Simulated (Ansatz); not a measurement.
## HAl–O–Al, quartet in cc-pVDZ: errors against UCCSDT(Q)

Geometry: displaced at random from a stationary point.

```xyz
4

Al   -0.0169   -0.1239    1.6722
O    -0.0178    0.0262   -0.0220
Al    0.0302    0.0625   -1.7523
H    -0.0726    1.2269    2.4938
```

Basis cc-pVDZ; Ansatz 0.2.0. Only valence electrons are correlated (noble-gas cores frozen), which leaves 13 electrons in 44 orbitals. R marks a restricted (for open shells ROHF) determinant, U an unrestricted one.

Full CI isn't at hand for all of this; UCCSDT(Q) serves as the reference, and is uncertain by about the last step of the cluster series. The frozen core follows each run's orbitals, which can shift R against U totals by a few meV.

For open shells CISD is restricted-active-space CI with the open shells as a complete middle space.

- UHF ⟨S²⟩: 3.758
- T1 diagnostic (RCCSD): 0.0291
- largest doubles amplitude (RCCSD): 0.032
- T1 diagnostic (UCCSD): 0.0253

```json
{"level": "RHF", "E − E(UCCSDT(Q)) (kJ/mol)": "732.4", "share of correlation (%)": "0.00", "wall time": "–"}
{"level": "UHF", "E − E(UCCSDT(Q)) (kJ/mol)": "727.7", "share of correlation (%)": "0.64", "wall time": "–"}
{"level": "RMP2", "E − E(UCCSDT(Q)) (kJ/mol)": "64.4", "share of correlation (%)": "91.21", "wall time": "–"}
{"level": "UMP2", "E − E(UCCSDT(Q)) (kJ/mol)": "62.7", "share of correlation (%)": "91.44", "wall time": "–"}
{"level": "CISD", "E − E(UCCSDT(Q)) (kJ/mol)": "78.4", "share of correlation (%)": "89.30", "wall time": "14 s"}
{"level": "RCCSD", "E − E(UCCSDT(Q)) (kJ/mol)": "24.6", "share of correlation (%)": "96.64", "wall time": "–"}
{"level": "UCCSD", "E − E(UCCSDT(Q)) (kJ/mol)": "24.5", "share of correlation (%)": "96.66", "wall time": "–"}
{"level": "RCCSD(T)", "E − E(UCCSDT(Q)) (kJ/mol)": "4.7", "share of correlation (%)": "99.35", "wall time": "13 s"}
{"level": "UCCSD(T)", "E − E(UCCSDT(Q)) (kJ/mol)": "4.6", "share of correlation (%)": "99.37", "wall time": "17 s"}
{"level": "BCCD(T)", "E − E(UCCSDT(Q)) (kJ/mol)": "4.3", "share of correlation (%)": "99.41", "wall time": "14 s"}
{"level": "RCCSDT", "E − E(UCCSDT(Q)) (kJ/mol)": "2.5", "share of correlation (%)": "99.66", "wall time": "–"}
{"level": "UCCSDT", "E − E(UCCSDT(Q)) (kJ/mol)": "2.4", "share of correlation (%)": "99.67", "wall time": "–"}
{"level": "RCCSDT(Q)", "E − E(UCCSDT(Q)) (kJ/mol)": "0.7", "share of correlation (%)": "99.91", "wall time": "2.5 min"}
```

The correlation energy at UCCSDT(Q), counted from RHF, is -7.591 eV. That run took 2.5 min on 1 thread of Arm Neoverse V2, shared host.

Times hold each run's SCF and search for its determinant on a shared host, so for small cases they say little of a method's own cost; they ran on 1 thread of Arm Neoverse V2.
